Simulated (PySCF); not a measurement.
PySCF job for ozone (O₃), SMILES O=[O+][O-], EOM-CCSD/aug-cc-pVDZ. The structure is a stationary point at PBE0-D3(BJ)/def2-TZVP. The molecule may have multireference character, which single-reference levels describe poorly.

```python
import numpy as np
from pyscf import gto, scf, dft, cc
from pyscf.cc import eom_rccsd

mol = gto.M(
    atom='''
    O     0.00000000    1.06339463    0.21133481
    O     0.00000000    0.00000000   -0.42266962
    O     0.00000000   -1.06339463    0.21133481
    ''',
    basis='aug-cc-pVDZ',
    charge=0,
    spin=0,
    max_memory=1600,
    verbose=4,
)
mf = scf.RHF(mol)
mf.conv_tol = 1e-10
mf.max_cycle = 100
mf.kernel()
mycc = cc.CCSD(mf, frozen=3)
mycc.conv_tol = 1e-8
mycc.kernel()
mycc.solve_lambda()
dip = scf.hf.dip_moment(mol, mycc.make_rdm1(ao_repr=True))
res = {}
for name, solver, nroots, keep in (('singlet', eom_rccsd.EOMEESinglet, 9, 6), ('triplet', eom_rccsd.EOMEETriplet, 6, 3), ('IP', eom_rccsd.EOMIP, 6, 5), ('EA', eom_rccsd.EOMEA, 3, 2)):
    eom = solver(mycc)
    eom.max_cycle, eom.max_space = 200, 40
    e = eom.kernel(nroots=nroots)[0]
    res[name] = (e[:keep] * 27.211386245988, all(eom.converged[:keep]))
    print(name, 'roots / eV', res[name][0].round(3))
```

Output:

```
PySCF version 2.14.0

[INPUT] verbose = 4
[INPUT] num. atoms = 3
[INPUT] num. electrons = 24
[INPUT] charge = 0
[INPUT] spin (= nelec alpha-beta = 2S) = 0
[INPUT] symmetry False subgroup None
[INPUT] Mole.unit = angstrom
[INPUT] Symbol           X                Y                Z      unit          X                Y                Z       unit  Magmom
[INPUT]  1 O      0.000000000000   1.063394630000   0.211334810000 AA    0.000000000000   2.009524613033   0.399364911487 Bohr   0.0
[INPUT]  2 O      0.000000000000   0.000000000000  -0.422669620000 AA    0.000000000000   0.000000000000  -0.798729822974 Bohr   0.0
[INPUT]  3 O      0.000000000000  -1.063394630000   0.211334810000 AA    0.000000000000  -2.009524613033   0.399364911487 Bohr   0.0

nuclear repulsion = 70.6349108470433
number of shells = 24
number of NR pGTOs = 105
number of NR cGTOs = 69
basis = aug-cc-pVDZ
ecp = {}


[settings echo left out]
init E= -224.838667126726
  HOMO = -0.330027608090647  LUMO = -0.167205540124596  gap/eV = 4.43061
cycle= 1 E= -224.144001428013  delta_E= 0.695  |g|= 0.91  |ddm|= 2.13
  HOMO = -0.521574496725352  LUMO = -0.139093886840804  gap/eV = 10.40783
cycle= 2 E= -224.191087013597  delta_E= -0.0471  |g|= 0.819  |ddm|= 0.93
  HOMO = -0.515152675057033  LUMO = -0.0590097755764427  gap/eV = 12.41228
cycle= 3 E= -224.298914370242  delta_E= -0.108  |g|= 0.0714  |ddm|= 0.414
  HOMO = -0.489238622249797  LUMO = -0.0331773197282264  gap/eV = 12.41006
cycle= 4 E= -224.30050192313  delta_E= -0.00159  |g|= 0.0248  |ddm|= 0.089
  HOMO = -0.493587577105583  LUMO = -0.0345728894247639  gap/eV = 12.49043
cycle= 5 E= -224.300842459575  delta_E= -0.000341  |g|= 0.00833  |ddm|= 0.0446
  HOMO = -0.493103065319435  LUMO = -0.0335469708942275  gap/eV = 12.50516
cycle= 6 E= -224.300894432911  delta_E= -5.2e-05  |g|= 0.00302  |ddm|= 0.0189
  HOMO = -0.493688920406587  LUMO = -0.033506707719722  gap/eV = 12.52220
cycle= 7 E= -224.300903119492  delta_E= -8.69e-06  |g|= 0.00114  |ddm|= 0.00771
  HOMO = -0.49387540001765  LUMO = -0.0333390641185263  gap/eV = 12.53183
cycle= 8 E= -224.300904352141  delta_E= -1.23e-06  |g|= 0.000278  |ddm|= 0.0034
  HOMO = -0.493931595850613  LUMO = -0.0333665154719194  gap/eV = 12.53261
cycle= 9 E= -224.300904389484  delta_E= -3.73e-08  |g|= 3.61e-05  |ddm|= 0.000492
  HOMO = -0.493936845062662  LUMO = -0.033364853235005  gap/eV = 12.53280
cycle= 10 E= -224.300904390112  delta_E= -6.28e-10  |g|= 7.52e-06  |ddm|= 6.2e-05
  HOMO = -0.493937789358948  LUMO = -0.033365105270784  gap/eV = 12.53282
cycle= 11 E= -224.300904390144  delta_E= -3.11e-11  |g|= 2.14e-06  |ddm|= 1.36e-05
  HOMO = -0.493937771408765  LUMO = -0.0333650420957738  gap/eV = 12.53282
Extra cycle  E= -224.300904390147  delta_E= -3.18e-12  |g|= 1.08e-06  |ddm|= 3.23e-06
converged SCF energy = -224.300904390147

******** <class 'pyscf.cc.ccsd.CCSD'> ********
CC2 = 0
CCSD nocc = 9, nmo = 66
frozen orbitals 3
max_cycle = 50
direct = 0
conv_tol = 1e-08
conv_tol_normt = 1e-05
diis_space = 6
diis_start_cycle = 0
diis_start_energy_diff = 1e+09
Init t2, MP2 energy = -224.95224676693  E_corr(MP2) -0.651342376783533
Init E_corr(CCSD) = -0.651342376784036
cycle = 1  E_corr(CCSD) = -0.590476305667222  dE = 0.0608660711  norm(t1,t2) = 0.103583
cycle = 2  E_corr(CCSD) = -0.633368184233932  dE = -0.0428918786  norm(t1,t2) = 0.0544483
cycle = 3  E_corr(CCSD) = -0.625439773443667  dE = 0.00792841079  norm(t1,t2) = 0.029342
cycle = 4  E_corr(CCSD) = -0.628906901287449  dE = -0.00346712784  norm(t1,t2) = 0.0107835
cycle = 5  E_corr(CCSD) = -0.630368606624554  dE = -0.00146170534  norm(t1,t2) = 0.00376953
cycle = 6  E_corr(CCSD) = -0.630012285237898  dE = 0.000356321387  norm(t1,t2) = 0.00104013
cycle = 7  E_corr(CCSD) = -0.629942345072341  dE = 6.99401656e-05  norm(t1,t2) = 0.000341545
cycle = 8  E_corr(CCSD) = -0.629975872123787  dE = -3.35270514e-05  norm(t1,t2) = 0.000117608
cycle = 9  E_corr(CCSD) = -0.629976925994603  dE = -1.05387082e-06  norm(t1,t2) = 5.76175e-05
cycle = 10  E_corr(CCSD) = -0.629976673838259  dE = 2.52156344e-07  norm(t1,t2) = 1.64017e-05
cycle = 11  E_corr(CCSD) = -0.62997631443407  dE = 3.59404189e-07  norm(t1,t2) = 6.45979e-06
cycle = 12  E_corr(CCSD) = -0.629976150668138  dE = 1.63765932e-07  norm(t1,t2) = 2.07975e-06
cycle = 13  E_corr(CCSD) = -0.629976147585661  dE = 3.08247716e-09  norm(t1,t2) = 9.56099e-07
CCSD converged
E(CCSD) = -224.9308805377324  E_corr = -0.6299761475856612
cycle = 1  norm(lambda1,lambda2) = 0.0342711
cycle = 2  norm(lambda1,lambda2) = 0.0066439
cycle = 3  norm(lambda1,lambda2) = 0.00385611
cycle = 4  norm(lambda1,lambda2) = 0.00182912
cycle = 5  norm(lambda1,lambda2) = 0.000694438
cycle = 6  norm(lambda1,lambda2) = 0.000273495
cycle = 7  norm(lambda1,lambda2) = 7.01702e-05
cycle = 8  norm(lambda1,lambda2) = 2.86147e-05
cycle = 9  norm(lambda1,lambda2) = 1.13415e-05
cycle = 10  norm(lambda1,lambda2) = 4.3179e-06
Dipole moment(X, Y, Z, Debye):  0.00000,  0.00000, -0.60887

******** <class 'pyscf.cc.eom_rccsd.EOMEESinglet'> ********
max_space = 40
max_cycle = 200
conv_tol = 1e-08
partition = None
EOM-CCSD root 0 E = 0.09236219687646442  qpwt = 0.921853  conv = True
EOM-CCSD root 1 E = 0.09665803040013884  qpwt = 0.909453  conv = True
EOM-CCSD root 2 E = 0.2130770001861822  qpwt = 0.885032  conv = True
EOM-CCSD root 3 E = 0.3550559744254081  qpwt = 0.851834  conv = True
EOM-CCSD root 4 E = 0.3581004811649803  qpwt = 0.775101  conv = True
EOM-CCSD root 5 E = 0.3590273105695643  qpwt = 0.804255  conv = True
EOM-CCSD root 6 E = 0.3670742471857026  qpwt = 0.485866  conv = True
EOM-CCSD root 7 E = 0.3741029394352516  qpwt = 0.94227  conv = True
EOM-CCSD root 8 E = 0.3785123558163855  qpwt = 0.103477  conv = True
singlet roots / eV [2.513 2.63  5.798 9.662 9.744 9.77 ]

******** <class 'pyscf.cc.eom_rccsd.EOMEETriplet'> ********
max_space = 40
max_cycle = 200
conv_tol = 1e-08
partition = None
EOM-CCSD root 0 E = 8.891655330414077e-16  qpwt = 0.000201349  conv = True
EOM-CCSD root 1 E = 0.06446122068362237  qpwt = 0.958229  conv = True
EOM-CCSD root 2 E = 0.06831047612230705  qpwt = 0.930774  conv = True
EOM-CCSD root 3 E = 0.0815192003762375  qpwt = 0.920401  conv = True
EOM-CCSD root 4 E = 0.3322859685206422  qpwt = 0.871374  conv = True
EOM-CCSD root 5 E = 0.33628421958184  qpwt = 0.8818  conv = True
triplet roots / eV [0.    1.754 1.859]

******** <class 'pyscf.cc.eom_rccsd.EOMIP'> ********
max_space = 40
max_cycle = 200
conv_tol = 1e-08
partition = None
EOM-CCSD root 0 E = 0.4620473621175076  qpwt = 0.941689  conv = True
EOM-CCSD root 1 E = 0.4709206602254352  qpwt = 0.936537  conv = True
EOM-CCSD root 2 E = 0.4957472433516593  qpwt = 0.939181  conv = True
EOM-CCSD root 3 E = 0.7049398040488456  qpwt = 0.655216  conv = True
EOM-CCSD root 4 E = 0.7322099067226704  qpwt = 0.791023  conv = True
EOM-CCSD root 5 E = 0.7390465255746766  qpwt = 0.0015025  conv = True
IP roots / eV [12.573 12.814 13.49  19.182 19.924]

******** <class 'pyscf.cc.eom_rccsd.EOMEA'> ********
max_space = 40
max_cycle = 200
conv_tol = 1e-08
partition = None
EOM-CCSD root 0 E = -0.04662491619141617  qpwt = 0.951218  conv = True
EOM-CCSD root 1 E = 0.114765156597589  qpwt = 0.992607  conv = True
EOM-CCSD root 2 E = 0.118185299695882  qpwt = 0.992548  conv = True
EA roots / eV [-1.269  3.123]
```

Self-consistency was reached.

Cost: around 60 core-seconds (rough).
